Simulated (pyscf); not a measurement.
# Substitution at C: H₃C–Al(F)–F + methyl (CH₃•) → ethane (H₃C–CH₃) + [F–Al–F]•

Gas phase, doublet surface, charge 0. Bonds broken: C1–Al2. Bonds formed: C1–C8. Single points on ωB97X-D3(BJ)/def2-SVP structures (PySCF, gas phase).

Transition state (Å):

```xyz
11

C     -0.6304     0.4166     0.3196
Al    -1.1542    -1.3619     1.3930
F     -0.8074    -2.8170     0.6433
F     -2.5997    -1.3132     2.2354
H      0.3759     0.6233     0.6802
H     -1.4837     0.9347     0.7649
H     -0.7554    -0.2092    -0.5719
C     -0.5186     1.9845    -1.0224
H      0.3265     1.7298    -1.6720
H     -1.4878     1.9933    -1.5343
H     -0.3428     2.8598    -0.3872
```

One imaginary mode, 1145i cm⁻¹; descent along it reached the two sides named.

```csv
bond,change,reactant side (Å),saddle,product side
C1–Al2,breaks,1.927,2.142,2.8
C1–C8,forms,3.6,2.067,1.529
```

Electronic energies relative to the separated reactants (kJ/mol):

```tsv
level	barrier	reaction energy	reverse barrier
ωB97X-D3(BJ)/def2-TZVP	143.8	-33.0	176.8
PBE/def2-TZVP	88.6	-54.5	143.1
r²SCAN/def2-TZVP	111.6	-32.4	144.0
B3LYP-D3(BJ)/def2-TZVP	118.0	-38.8	156.8
PBE0-D3(BJ)/def2-TZVP	113.8	-46.9	160.7
M06-2X/def2-TZVP	124.9	-45.7	170.6
ωB97M-D3(BJ)/def2-TZVP	141.2	-32.9	174.1
HF/def2-TZVP	212.0	-19.7	231.7
```

With ωB97M-D3(BJ)/def2-TZVP energies and thermal terms (ideal gas, 1 atm, RRHO with modes under 100 cm⁻¹ raised to 100, one conformer, R ln 2 for rigid chiral ones), in kJ/mol:

| T (K) | ΔH‡ | ΔG‡ | ΔH | ΔG |
|---|---|---|---|---|
| 298 | 150.1 | 190.7 | -15.0 | -9.9 |
| 600 | 150.0 | 232.0 | -21.5 | -2.0 |
| 900 | 151.4 | 272.7 | -25.2 | +8.7 |
| 1200 | 153.3 | 312.8 | -27.3 | +20.3 |

One saddle was located; it need not be the lowest between these sides. The angle at the attacked C is 166°.
